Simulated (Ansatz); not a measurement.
`CC(Cl)CCCl` → `CC(Cl)CCl` + `[CH2]` (triplet) at 400 K and 1 bar (formal loss of a carbene).

Program: Ansatz. Geometries: PBE0-D4/def2-TZVP. ΔE: electronic, gas phase. CCSD(T)/CBS is the MP2 limit (def2-TZVPP, def2-QZVPP) plus CCSD(T) − MP2 in def2-TZVPP, frozen cores. This one scheme is used for every species. Triplets are unrestricted, without spin–orbit coupling. Each species was taken in one conformer, which may not be the lowest.

```csv
species,CCSD(T)/CBS energy (Eh),H − E (kJ/mol),S (J/(mol·K))
`CC(Cl)CCCl`,-1076.59945,336.9,402.9
`CC(Cl)CCl`,-1037.33749,256.1,363.7
`[CH2]` (triplet),-39.09499,59.0,205.7
```

H − E and S are ideal-gas, rigid-rotor, harmonic terms from PBE0-D4/def2-TZVP, for one conformer and one mirror image of each species, with the whole ground term of open shells counted as degenerate. 1 Eh = 2625.50 kJ/mol, R = 8.31446 J/(mol·K).

**Question.** By hand: ΔE, ΔH, ΔS and ΔG.

**Answer.** ΔE = (-1037.33749) + (-39.09499) − (-1076.59945) = 0.16697 Eh = 438.4 kJ/mol. Δ(H − E) = 256.1 + 59.0 − 336.9 = -21.8, so ΔH = 416.6 kJ/mol. ΔS = 363.7 + 205.7 − 402.9 = 166.5 J/(mol·K). ΔG = 416.6 − 400 × (166.5)/1000 = 350.0 kJ/mol.

**Question.** By hand: the equilibrium constant, and the temperature at which ΔG would vanish if ΔH and ΔS stayed fixed.

**Answer.** log₁₀ K = −ΔG/(RT ln 10) = -45.7. ΔG = 0 at ΔH/ΔS = 2502 K, far beyond where these terms or the molecules hold.

The number of gas molecules changes by +1, which sets the sign of ΔS. A doubt of 5 kJ/mol in ΔE shifts log₁₀ K by 0.7 here. Other conformers and mirror images would add mixing entropy, several J/(mol·K) or more a flexible species. A triplet takes part, so the spin changes. These are equilibria of isolated gas molecules and say nothing of rates. Largest T1 diagnostic: 0.011 (customary marks: 0.02 for closed shells, 0.045 for open ones).
